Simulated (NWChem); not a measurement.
# pyrrole (C$_{4}$H$_{5}$N); SMILES c1cc[nH]c1

```xyz
10

C      0.7079    -0.9860     0.0000
C     -0.7136    -0.9820     0.0000
C     -1.1183     0.3363     0.0000
N      0.0032     1.1161     0.0000
C      1.1201     0.3299     0.0000
H      1.3599    -1.8575     0.0000
H     -1.3706    -1.8497     0.0000
H     -2.1134     0.7757     0.0000
H      0.0061     2.1258     0.0000
H      2.1177     0.7636     0.0000
```
Atoms are numbered in this order, from 1.

All runs: NWChem. The geometry was optimised at PBE0/def2-SVP. Level: PBE0/def2-SVP with SMD (1 M gas to 1 M solution), gas-phase geometry.

What does the run give for solvent water? Quantities: solvation free energy (kcal/mol); cavity-dispersion-structure term (kcal/mol); dipole in solution (D).


```json
{
  "solvation free energy (kcal/mol)": "-4.0",
  "cavity-dispersion-structure term (kcal/mol)": "3.3",
  "dipole in solution (D)": "2.84"
}
```
